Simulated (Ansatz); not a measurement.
Geometry optimisation, RKS B3LYP-D4/6-31G* (Ansatz).

The input (input.yaml):

```yaml
crystal:
  periodic: [false, false, false]
  atoms:
    - { symbol: Al, position_ang: [-0.016794, 0.393193, 0.099524] }
    - { symbol: Cl, position_ang: [-0.014534, 0.828632, 2.254075] }
    - { symbol: H, position_ang: [1.382203, 0.356774, -0.625165] }
    - { symbol: H, position_ang: [-1.425319, 0.308555, -0.601628] }
    - { symbol: Si, position_ang: [0.129059, -2.958783, 1.14844] }
    - { symbol: H, position_ang: [-0.68786, -3.520878, 0.048182] }
    - { symbol: H, position_ang: [1.549068, -3.350206, 0.997813] }
    - { symbol: H, position_ang: [-0.406562, -3.355846, 2.472579] }
    - { symbol: H, position_ang: [0.054139, -1.48244, 1.09218] }
basis:
  gaussian: { orbitals: "6-31G*" }
hamiltonian:
  xc: b3lyp
  dispersion: d4
relax:
  f_tol: 0.03
  max_steps: 50
```

Run as:

```bash
$ ansatz run input.yaml --threads 1 --pin off --max-ram 2048MiB --backend cpu --events-out ev --progress --plain --runs-dir out
```

Task: Where does it end, and by what steps?

Result: The run converged. The force dipped under the threshold on the way, but the program's further checks kept it going. After 21 steps the energy has fallen by 0.201 eV; H9 moved furthest, 0.99 Å.

```csv
step,energy less start (eV),largest force component (eV/Å),accepted
0,0.0000,1.018,yes
1,-0.1121,0.481,yes
2,-0.1456,0.091,yes
3,-0.1238,0.507,no
4,-0.1581,0.047,yes
5,-0.1587,0.017,yes
6,-0.1592,0.014,yes
7,-0.1603,0.045,yes
8,-0.1587,0.223,no
9,-0.1627,0.040,yes
10,-0.1665,0.068,yes
11,-0.1677,0.222,yes
12,-0.1616,0.260,no
13,-0.1762,0.128,yes
14,-0.1836,0.041,yes
15,-0.1890,0.052,yes
16,-0.1879,0.202,no
17,-0.1935,0.061,yes
18,-0.1976,0.053,yes
19,-0.1979,0.192,yes
20,-0.1975,0.120,no
21,-0.2009,0.029,yes
```

```xyz
9
Properties=species:S:1:pos:R:3
Al 0.015 0.318 0.271
Cl 0.462 0.458 2.359
H 1.253 0.330 -0.708
H -1.489 0.551 -0.150
Si 0.075 -2.916 1.057
H -0.203 -4.105 0.215
H 1.497 -2.854 1.458
H -0.846 -2.835 2.211
H -0.201 -1.727 0.173
```

Whether the end is a true minimum wasn't checked by a vibrational analysis.

Run time: 41 s on 1 thread of Intel(R) Xeon(R) 6975P-C (Granite Rapids), on a shared host, peak memory 0.16 GiB.
